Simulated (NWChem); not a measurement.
# One shape, several levels: S2F2 (Difluorodisulfane)

Wanted: a comparison of 3 runs (HF/6-311+G**, MP2/6-311+G**, CCSD(T)/6-311+G**) of S2F2 (Difluorodisulfane). 

Program for the calculation: NWChem 7.3.0.

3 further runs of the same task are left out: 3 that didn't finish. Runs told in other sessions of the task aren't counted.

## Step 1: The molecule

S2F2 has 4 atoms, charge 0, and is taken as a singlet. As SMILES, `FSSF`. The S3–F4 distance was set to 2.937 Å, away from the relaxed value. At this shape a bond of the SMILES string is far longer than usual.

Bond lengths: F1–S2 1.631 Å, S2–S3 1.890 Å. Angles: F1–S2–S3 108.6°.

## Step 2: The energy at HF/6-311+G(d,p) (run 1)

File run.nw:

```
start run
title "F2S2"
memory total 2200 mb
geometry noautosym nocenter noautoz
  F     -1.912886    -0.190786    -1.920308
  S     -0.596806     0.773294    -1.931088
  S      0.915854    -0.267246    -1.483438
  F      1.206410    -0.287820     1.438680
end
basis spherical bse
  * library 6-311+G**
end
scf
  thresh 1e-08
  maxiter 80
end
task scf energy
```

Command:

```console
$ nwchem run.nw > run.out
```

The log of the run:

```text
[...]
  functions       =   104
[...]
  wavefunction    = RHF
[...]
         Total SCF energy =   -993.769897376736
      One-electron energy =  -1772.548272262841
      Two-electron energy =    579.263027041562
 Nuclear repulsion energy =    199.515347844543
        Time for solution =     15.0s
[...]
```

Run time: 16 s. Hardware: 1 thread of Intel Xeon 6975P-C (Granite Rapids), shared host; peak memory 0.1 GiB.

## Step 3: The energy at MP2/6-311+G(d,p) (run 2)

File f2s2.nw:

```
start f2s2
title "F2S2"
memory stack 880 mb heap 220 mb global 1100 mb

geometry units angstroms noautosym nocenter noautoz
   F    -1.912886   -0.190786   -1.920308
   S    -0.596806    0.773294   -1.931088
   S     0.915854   -0.267246   -1.483438
   F     1.206410   -0.287820    1.438680
end

basis spherical bse
   * library 6-311+G**
end

scf
   thresh 1e-08
   maxiter 80
   print medium
end

mp2
   freeze core 12
   tight
end

task mp2 energy
```

Command:

```console
$ nwchem f2s2.nw > f2s2.out
```

The log of the run:

```text
[...]
  functions       =   104
[...]
  wavefunction    = RHF
[...]
         Total SCF energy =   -993.769897376736
      One-electron energy =  -1772.548272262841
      Two-electron energy =    579.263027041562
 Nuclear repulsion energy =    199.515347844543
        Time for solution =     15.0s
[...]
          Total MP2 energy          -994.508276081918
[...]
```

Run time: 17 s. Hardware: 1 thread of Intel Xeon 6975P-C (Granite Rapids), shared host; peak memory 0.3 GiB.

## Step 4: A single-point energy at CCSD(T)/6-311+G(d,p) (run 3)

File f2s2.nw:

```
start f2s2
title "Difluorodisulfane"
memory total 2200 mb

geometry units angstroms noautosym nocenter noautoz
F    -1.912886   -0.190786   -1.920308
S    -0.596806    0.773294   -1.931088
S     0.915854   -0.267246   -1.483438
F     1.206410   -0.287820    1.438680
end

basis spherical bse
F library 6-311+G**
S library 6-311+G**
end

scf
thresh 1e-08
maxiter 80
end

ccsd
freeze core 12
maxiter 60
end

task ccsd(t) energy
```

Command:

```console
$ nwchem f2s2.nw > f2s2.out
```

The log of the run:

```text
[...]
  functions       =   104
[...]
  wavefunction    = RHF
[...]
         Total SCF energy =   -993.769897376736
      One-electron energy =  -1772.548272262841
      Two-electron energy =    579.263027041562
 Nuclear repulsion energy =    199.515347844543
        Time for solution =     15.0s
[...]
 Total MP2 energy:           -994.508276081918439
[...]
             energy      energy      error      ampl     ampl      Block
                                                time     time      time
[...]
 Total CCSD energy:           -994.516927620972410
[...]
 Total CCSD+T(CCSD) energy:           -994.596944148182047
[...]
 Total CCSD(T) energy:                -994.578223429770446
[...]
```

It took 5.7 min on 1 thread of Intel Xeon 6975P-C (Granite Rapids), shared host; peak memory 0.36 GiB.

## Step 5: The series

| run | level | module | frozen core orbitals | energy (Eh) | HOMO energy (eV) | LUMO energy (eV) | HOMO–LUMO gap (eV) | wall time |
| --- | --- | --- | --- | --- | --- | --- | --- | --- |
| 1 | HF/6-311+G** | scf | – | -993.769897 | -10.61 | -3.82 | 6.80 | 16 s |
| 2 | MP2/6-311+G** | mp2 | 12 | -994.508276 | -10.61 | -3.82 | 6.80 | 17 s |
| 3 | CCSD(T)/6-311+G** | ccsd(t) | 12 | -994.578223 | -10.61 | -3.82 | 6.80 | 5.7 min |

## Step 6: What came out

| quantity | value |
| --- | --- |
| run 3: total energy | -994.57822 Eh |
| run 3: HOMO energy (Hartree–Fock orbitals) | -10.61 eV |
| run 3: LUMO energy (Hartree–Fock orbitals) | -3.82 eV |
| run 3: HOMO–LUMO gap (Hartree–Fock orbitals) | 6.80 eV |
| run 3: correlation energy (12 core orbitals frozen) | -808.3 mEh |
| run 3: (T) correction | -61.30 mEh |

What this shows: Below the HF energy at the same shape and in the same basis (6-311+G**): MP2 -738.4 mEh; CCSD(T) -808.3 mEh. In all runs a closed-shell determinant meets a far-stretched bond; if it breaks into open shells, such a determinant describes it badly, and no broken-symmetry solution was shown. All runs together took 6.2 min, the longest 5.7 min.
